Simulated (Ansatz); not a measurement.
A nudged elastic band was laid between two geometries of CH7N3O (12 atoms, charge 0, multiplicity 1).

Theory: RKS PBE0-D4/def2-SVP in Ansatz 0.2.0.

| Property | Result |
| --- | --- |
| movable images | 5 |
| climbing image | yes |
| spring | 5.0 eV/Å² |
| optimiser | quadratic models (default) |
| start path | through a guess of the saddle point |
| force threshold | 0.05 eV/Å |
| iteration limit | 60 |
| end points | relaxed |

Image 0:

```xyz
12
Properties=species:S:1:pos:R:3
N -1.162 0.219 -0.641
C 0.091 0.078 0.069
N -0.083 -0.721 1.260
N 1.026 -0.479 -0.880
O 0.628 1.292 0.533
H -1.807 0.755 -0.064
H -1.012 0.751 -1.497
H -0.862 -1.361 1.132
H -0.284 -0.118 2.054
H 1.814 -0.855 -0.357
H 0.590 -1.259 -1.366
H 1.138 1.643 -0.207
```

Image 6:

```xyz
12
Properties=species:S:1:pos:R:3
N -0.962 0.725 -0.593
C 0.190 0.142 0.069
N -0.114 -0.688 1.216
N 0.944 -0.571 -0.942
O 0.991 1.161 0.590
H -1.820 0.627 -0.061
H -1.078 0.378 -1.538
H -0.839 -1.366 0.997
H -0.427 -0.109 1.992
H 1.848 -0.798 -0.534
H 0.492 -1.460 -1.153
H 0.852 1.904 -0.009
```

Problem. Which bonds break or form, and what moves?

Solution. No bond is made or broken. The height of N1 over the plane of its neighbours goes from 0.39 to -0.32 Å.

Problem. What energy profile does the band end with?

Solution. The forces met the threshold. The highest image is number 4 of 0 to 6, 0.242 eV above the first end and 0.040 eV above the last; the last end lies 0.202 eV above the first. A vibrational analysis at the climbing image gives one clearly imaginary mode, 507i cm⁻¹: a first-order saddle point.

| image | path coordinate (Å) | energy (eV) | height of N1 over the plane of its neighbours (Å) |
| --- | --- | --- | --- |
| 0 | 0.00 | 0.000 | 0.39 |
| 1 | 0.20 | 0.009 | 0.37 |
| 2 | 0.41 | 0.063 | 0.29 |
| 3 | 0.61 | 0.178 | 0.12 |
| 4 | 0.81 | 0.242 | -0.09 |
| 5 | 1.02 | 0.213 | -0.27 |
| 6 | 1.22 | 0.202 | -0.32 |

Problem. What is the geometry of the highest image?

Solution. 
```xyz
12
Properties=species:S:1:pos:R:3:forces:R:3
N -1.026 0.550 -0.590 0.02 -0.01 0.01
C 0.158 0.117 0.078 -0.04 -0.03 -0.04
N -0.100 -0.711 1.239 0.01 0.01 0.01
N 0.972 -0.537 -0.926 -0.01 -0.01 0.02
O 0.903 1.183 0.610 0.03 0.04 -0.01
H -1.885 0.655 -0.076 0.00 0.00 0.00
H -1.059 0.523 -1.597 0.00 0.01 0.00
H -0.878 -1.339 1.060 0.00 0.00 -0.01
H -0.332 -0.121 2.035 0.00 0.00 0.00
H 1.845 -0.806 -0.476 0.00 0.01 0.00
H 0.519 -1.400 -1.224 0.01 0.00 0.00
H 0.960 1.832 -0.100 -0.01 -0.02 0.02
```

Problem. What are the harmonic wavenumbers there?

Solution. 507i, 200, 255, 308, 362, 435, 462, 538, 552, 578, 803, 875, 912, 980, 1018, 1101, 1188, 1319, 1377, 1401, 1564, 1608, 1623, 3538, 3556, 3628, 3657, 3660, 3803, 3885 cm⁻¹.

The band took 8 iterations and about 100 core-seconds.

The run took 52 s on 2 threads of AMD EPYC 9R45 96-Core Processor (Zen 5), with other jobs on the host, peak memory 0.24 GiB.
